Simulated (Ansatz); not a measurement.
# H5NSi: a dynamics run in two tries

Aim: a short trajectory for this system. SMILES of the start: N[SiH3].

All numbers below are computed with Ansatz 0.2.0 (RKS B3LYP-D4/def2-SVP).

## 1. The system as given

Bond lengths: Si1–N2 1.737 Å, N2–H3 1.016 Å, N2–H4 1.016 Å, Si1–H5 1.492 Å, Si1–H6 1.501 Å, Si1–H7 1.492 Å. Angles: Si1–N2–H3 119.2°, Si1–N2–H4 119.4°, H3–N2–H4 110.1°, N2–Si1–H5 107.9°, N2–Si1–H6 116.5°, N2–Si1–H7 108.0°, H5–Si1–H6 107.0°, H5–Si1–H7 110.3°, H6–Si1–H7 107.0°.

Structure file:

```xyz
7

Si    0.0041   -0.0075    0.0598
N     0.0831   -0.1585    1.7883
H    -0.7731   -0.3196    2.3112
H     0.7042    0.4503    2.3135
H     1.3992   -0.0361   -0.4676
H    -0.6425    1.2373   -0.4756
H    -0.7736   -1.1659   -0.4683
```

## 2. First attempt

Input file input.yaml:

```yaml
crystal:
  periodic: [false, false, false]
  atoms:
    - { symbol: Si, position_ang: [0.004123, -0.007539, 0.059827] }
    - { symbol: "N", position_ang: [0.083067, -0.158472, 1.788293] }
    - { symbol: H, position_ang: [-0.773107, -0.319646, 2.311246] }
    - { symbol: H, position_ang: [0.704206, 0.450322, 2.31353] }
    - { symbol: H, position_ang: [1.399214, -0.036078, -0.467589] }
    - { symbol: H, position_ang: [-0.642512, 1.237275, -0.475637] }
    - { symbol: H, position_ang: [-0.773591, -1.165862, -0.46827] }
basis:
  gaussian: { orbitals: def2-SVP }
hamiltonian:
  xc: b3lyp
  dispersion: d4
md:
  timestep: 0.5
  n_steps: 25
  ensemble: nvt_langevin
  initial_velocities: maxwell_boltzmann
  seed: 906963
```

On the command line:

```
ansatz run input.yaml --threads 1 --pin off --max-ram 2048MiB --backend cpu --events-out ev --progress --plain --runs-dir out
```

**Question.** What will these runs give? Wanted: first try.

**Answer**, as computed:

| quantity | value |
| --- | --- |
| first try | refused |
| cause | a Langevin thermostat is asked for with no temperature to hold |

The fault in the first input was caught at the input check and cost nothing.
